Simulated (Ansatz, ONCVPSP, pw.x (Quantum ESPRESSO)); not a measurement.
pw.x on sc Al: one setting changed

Potential: optimised norm-conserving Vanderbilt (ONCV), ONCVPSP 4.0.1.1 (patched build), LDA (Perdew-Wang 92); core [Ne], reference 3s2 3p1; waves: 3s: rc 2.05 bohr, ncon 4, nbas 9, qcut 2.8 1/bohr, 3 projectors, debl 1.1 Ha; 3p: rc 2.95 bohr, ncon 4, nbas 8, qcut 2.4 1/bohr, 1 projector; d scattering state at 0.2 Ha: rc 2.40 bohr, ncon 3, nbas 8, qcut 4.1 1/bohr, 3 projectors, debl 3.7 Ha; local part: polynomial inside 1.90 bohr (lpopt 5, dvloc0 1 Ha); core correction: none.

The reference run (k-mesh 12³, cutoffs 115/460 Ry, Fermi–Dirac 0.01 Ry, mixing_beta 0.4, conv_thr 1e-9, no spin) gives -0.46 GPa at 19.228 Å³/atom, where all-electron LAPW gives 0.27 GPa. This run, with its own iteration cap, changes ecutrho/ecutwfc to 3.

```
&control
  calculation='scf', prefix='x', pseudo_dir='./', outdir='./tmp', tstress=.true., disk_io='none'
/
&system
  ibrav=0, nat=1, ntyp=1, ecutwfc=115, ecutrho=345, nbnd=8,
  occupations='smearing', smearing='fd', degauss=0.01
/
&electrons
  conv_thr=1e-09, mixing_beta=0.4, electron_maxstep=70
/
ATOMIC_SPECIES
Al 1.0 Al.UPF
CELL_PARAMETERS angstrom
  2.67903284 0.00000000 0.00000000
  0.00000000 2.67903284 0.00000000
  0.00000000 0.00000000 2.67903284
ATOMIC_POSITIONS crystal
Al 0.0000 0.0000 0.0000
K_POINTS automatic
12 12 12 0 0 0
```

```bash
pw.x < Al.scf.in > Al.scf.out
```

**Question.** How does the run end?

**Answer.** It converges in 6 iterations; the free energy moves by +0.0 meV/atom and the pressure by +0.00 GPa. Below 4 the density is truncated and F is no longer variational, so a small shift in one case is no licence.

```
Message from routine set_cutoff:
     ecutrho < 4*ecutwfc, are you sure?
     Message from routine setup:
     using ibrav=0 with symmetry is DISCOURAGED, use correct ibrav instead
     lattice parameter (alat)  =       5.0626  a.u.
     unit-cell volume          =     129.7570 (a.u.)^3
     number of electrons       =         3.00
     number of Kohn-Sham states=            8
     kinetic-energy cutoff     =     115.0000  Ry
     charge density cutoff     =     345.0000  Ry
     scf convergence threshold =      1.0E-09
     Exchange-correlation= SLA  PW   NOGX NOGC
     number of k points=    84  Fermi-Dirac smearing, width (Ry)=  0.0100
     iteration #  1     ecut=   115.00 Ry     beta= 0.40
     total energy              =      -4.17618344 Ry
     estimated scf accuracy    <       0.00266464 Ry
     iteration #  2     ecut=   115.00 Ry     beta= 0.40
     total energy              =      -4.17619247 Ry
     estimated scf accuracy    <       0.00089369 Ry
     iteration #  3     ecut=   115.00 Ry     beta= 0.40
     total energy              =      -4.17621498 Ry
     estimated scf accuracy    <       0.00000683 Ry
     iteration #  4     ecut=   115.00 Ry     beta= 0.40
     total energy              =      -4.17621527 Ry
     estimated scf accuracy    <       0.00000012 Ry
     iteration #  5     ecut=   115.00 Ry     beta= 0.40
     total energy              =      -4.17621530 Ry
     estimated scf accuracy    <          1.0E-09 Ry
     iteration #  6     ecut=   115.00 Ry     beta= 0.40
     the Fermi energy is     5.7546 ev
!    total energy              =      -4.17621530 Ry
     estimated scf accuracy    <          3.2E-10 Ry
     smearing contrib. (-TS)   =      -0.00224505 Ry
     The total energy is F=E-TS. E is the sum of the following terms:
     one-electron contribution =       2.38399881 Ry
     hartree contribution      =       0.03101283 Ry
     xc contribution           =      -1.54503532 Ry
     ewald contribution        =      -5.04394657 Ry
     convergence has been achieved in   6 iterations
          total   stress  (Ry/bohr**3)                   (kbar)     P=       -4.56
     Message from routine punch:
     Nothing written, as per user request (disk_io='none')
```

The run took about 23 s on one core of a shared host (Neoverse-N1, 64 threads, 124 GiB, load 54).
